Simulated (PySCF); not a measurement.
# How well do the runs reproduce experiment for thioformaldehyde?

**The experiment to reproduce.**

NIST CCCBDB Release 22 (SRD 101), experimental dipoles lists, for the gas: dipole moment 1.647 ± 0.0014 D.

The results are set against them at the end.

Compound: thioformaldehyde, CH₂S.
Numbering: `[CH2:1]=[S:2]` (hydrogens: H3, H4 on C1)

Geometry (PBE0/def2-TZVP, Å), atoms numbered from 1 in this order:
```xyz
4
CH2S angstrom
C     -0.1035   -0.0053   -0.0137
S      1.4473    0.0859    0.3662
H     -0.5994    0.7562   -0.6165
H     -0.7341   -0.8327    0.3131
```

The PySCF runs (gas phase, on this PBE0/def2-TZVP geometry; no spin–orbit coupling):

```json
{"level": "PBE0/def2-TZVP, grid level 1", "job": "geometry optimisation from a GFN2-xTB start", "basis functions": "80", "wall time": "3.5 s"}
```

Hardware: Arm Neoverse V2, one thread, shared host.

## Comparison

**Dipole moment.** Measured: 1.647 D (NIST CCCBDB Release 22 (SRD 101), experimental dipoles).

| level | computed (D) | computed − measured (D) | % (from the printed values) |
| --- | --- | --- | --- |
| PBE0/def2-TZVP | 1.735 | +0.088 | +5 |

The computed dipoles belong to one fixed geometry; measured ones are averaged over vibrations unless marked μe. Magnitudes are compared, not signs.

No measured geometry was used, and the causes of the misses weren't examined.
